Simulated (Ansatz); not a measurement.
# How the Voigt–Reuss–Hill bulk modulus of hcp Tc moves with the method

No measured value is used here.

```json
[
 {"level (code)": "LDA (Ansatz)", "value (GPa)": "?", "cell (Å³/atom)": "13.77"},
 {"level (code)": "PBE (Ansatz)", "value (GPa)": "300", "cell (Å³/atom)": "14.44"},
 {"level (code)": "PBEsol (Ansatz)", "value (GPa)": "327", "cell (Å³/atom)": "14.00"},
 {"level (code)": "r²SCAN (Ansatz)", "value (GPa)": "320", "cell (Å³/atom)": "14.20"}
]
```

Fill in the missing entries.


- LDA (Ansatz, a first-principles code), value (GPa): 343

Each level is taken at its own relaxed cell. Cutoffs differ between the levels. Ansatz's density-functional and Hartree–Fock values are scalar-relativistic unless marked +SOC, with PAW data made under PBE.
